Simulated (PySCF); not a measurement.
NH3.
SMILES: `N`

Computed with PBE0-D3(BJ)/def2-SVP geometry optimisation, gas phase (PySCF).

Take the most abundant isotopes and a rigid rotor. 

**Question.** What are A, B and C (GHz)?

**Answer.** Ia = 1.73, Ib = 1.73, Ic = 2.65 u·Å²; 505379 MHz·u·Å²/I gives 291800, 291761 and 190805 MHz, that is A = 291.80, B = 291.76, C = 190.81 GHz.

**Question.** Classify the top.

**Answer.** An oblate symmetric top, as the point group C3v requires two equal moments; the computed ones differ by 0.01 % because the geometry is symmetric only within the optimiser's tolerance: κ = (2 × 291761 − 291800 − 190805)/(291800 − 190805) = 1.00.

**Question.** What does the inertial defect say?

**Answer.** Not planar: Δ = Ic − Ia − Ib = -0.82 u·Å². For a rigid frame Δ = −2 Σ m c², so Σ m c² = 0.41 u·Å² lies off the ab plane: 0.34 from hydrogen and 0.07 from heavier atoms. The atom farthest from that plane is 0.33 Å away.

**Question.** Where do the R-branch lines fall?

**Answer.** The dipole of 1.79 D lies along the symmetry axis, so ΔK = 0 and J+1 ← J falls at 2B(J+1) for every K: 583.56 GHz, 1167.12 GHz, 1750.68 GHz, 2334.24 GHz, 2917.80 GHz for J = 0 to 4. Inversion tunnelling, which a rigid rotor lacks, splits the real lines of ammonia.

**Question.** Estimate the classical rotational partition function at 100 K.

**Answer.** Point group C3v, symmetry number σ = 3; q = (√π/σ)·√((kT/h)³/(ABC)), k/h = 20836.6 MHz/K: 13.9 at 100 K.

Stationary, but not proved a minimum. Zero-point vibration and centrifugal distortion are left out.
